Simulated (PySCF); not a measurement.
C5H9N.
Geometry (GFN2-xTB, Å), atoms numbered from 1 in this order:
```
atom  x, y, z in Å
C1     1.989    0.038    0.209
N2     0.602   -0.340    0.224
C3    -0.237    0.098    1.237
C4    -1.500    0.237    0.845
C5    -1.609   -0.096   -0.619
C6    -0.132   -0.222   -1.031
H7     2.139    1.095   -0.061
H8     2.419   -0.135    1.195
H9     2.519   -0.580   -0.517
H10    0.169    0.234    2.224
H11   -2.347    0.478    1.457
H12   -2.140   -1.042   -0.758
H13   -2.137    0.670   -1.189
H14    0.059   -1.098   -1.656
H15    0.201    0.671   -1.582
```

A PySCF run (density fitting, gas phase, GFN2-xTB geometry) gave HOMO -5.08 eV, LUMO 0.44 eV, dipole 0.83 D.

Question: Which of these levels was it?
A. PBE0/pcSseg-1
B. PBE0/cc-pVDZ
C. B3LYP/def2-SVPD

Answer: C. It is B3LYP/def2-SVPD. All candidates on this geometry:

```
level and settings           kind  basis functions  SCF cycles     E (Eh)  HOMO (eV)  LUMO (eV)  dipole (D)
   B3LYP/def2-SVPD  global hybrid              192          14  -250.5033      -5.08       0.44        0.83
     PBE0/pcSseg-1  global hybrid              147          14  -250.3344      -5.21       1.08        0.93
      PBE0/cc-pVDZ  global hybrid              129          14  -250.3801      -5.05       1.31        0.85
```

The nearest other candidate, by the summed differences of HOMO and LUMO, is PBE0/pcSseg-1: its HOMO differs by -0.13 eV and its LUMO by +0.64 eV. Cycle counts include a coarse-grid stage where the run had one.
